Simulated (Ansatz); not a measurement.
**Worked example: ideal-gas entropy of C2H4Cl2 (1,1-dichloroethane)**

A singlet with charge 0, relaxed at PBE0-D4/def2-TZVP (Ansatz 0.2.0):

```xyz
8

C     0.2130    0.7981   -0.0021
C    -0.1859   -0.6454    0.1318
Cl    1.1078   -1.7157   -0.4510
Cl   -1.6975   -0.9677   -0.7457
H     0.3896    1.0478   -1.0484
H    -0.5831    1.4358    0.3860
H     1.1271    0.9799    0.5657
H    -0.3710   -0.9328    1.1638
```

Harmonic wavenumbers in cm⁻¹: 268, 275, 318, 407, 663, 713, 997, 1073, 1112, 1254, 1306, 1406, 1472, 1477, 3065, 3143, 3147, 3165.

Masses in u: C 12.011, Cl 35.45, H 1.008. Take T = 298.15 K, p = 1 bar, R = 8.3145 J/(mol K), kT/hc = 207.22 cm⁻¹, rigid rotor and harmonic oscillator.

Problem. Compute the standard molar entropy.

Solution. 
1. Translation (Sackur–Tetrode): S = R[3/2 ln M + 5/2 ln T − 1.1517] with M = 98.954 gives 166.2 J/(mol K).
2. Rotation: principal moments 78.039, 159.210, 223.914 u Å² give A, B, C = 0.216, 0.1059, 0.0753 cm⁻¹; the symmetry number is σ = 1; q = (√π/σ)√((kT/hc)³/ABC) = 127394; S = R(ln q + 3/2) = 110.2.
3. Vibration: with u = ν̃/207.22, each mode gives R[u/(eᵘ − 1) − ln(1 − e⁻ᵘ)]; the sum is 26.8, most from 268 cm⁻¹ (6.7), 275 cm⁻¹ (6.5), 318 cm⁻¹ (5.5).
4. Electronic: R ln 1 = 0.0, from the spin multiplicity alone.
5. Sum: 166.2 + 110.2 + 26.8 + 0.0 = 303.2 J/(mol K).

No measured value is set beside it here. Where a soft mode is a torsion, a harmonic oscillator describes it poorly.
